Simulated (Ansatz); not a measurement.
## α-N2

All values below come from PBEsol (Ansatz, a first-principles code, plane waves, PAW).

Settings: plane-wave cutoff 500 eV, 4×4×4 k mesh, gaussian smearing 0.02 eV, scalar-relativistic PAW data made under PBE.

Cell (relaxed at this level):

N is modelled in the cubic space group Pa-3 (No. 205), Pearson symbol cP8. Conventional cell: a = b = c = 6.162 Å, α = β = γ = 90.00°. N on 8c has 1 N at 1.100 Å. (Neighbours: up to the widest gap in distance over summed covalent radii, below 1.35, at either atom.)

```
Item                                 Value
---------------------------  -------------
equilibrium volume per atom  29.25 Å³/atom
lattice constant a                 6.162 Å
```

Measured, for comparison: equilibrium volume per atom 22.47 Å³/atom (4 K, zero-point motion not removed; as tabulated in Wyckoff, Crystal Structures 1 (1963), as in the American Mineralogist Crystal …); lattice constant a 5.644 Å (4 K, zero-point motion not removed, our sources range from 5.644 to 5.667; as tabulated in Wyckoff, Crystal Structures 1 (1963), as in the American Mineralogist Crystal …). Computed (rounded) less measured: equilibrium volume per atom +30.2 %, lattice constant a +9.2 % (+8.7 % to +9.2 % over the range).

Note: the cell comes from a level without a dispersion term, which matters for the spacing of layers, chains or molecules.

Static lattice: no zero-point or thermal effects.
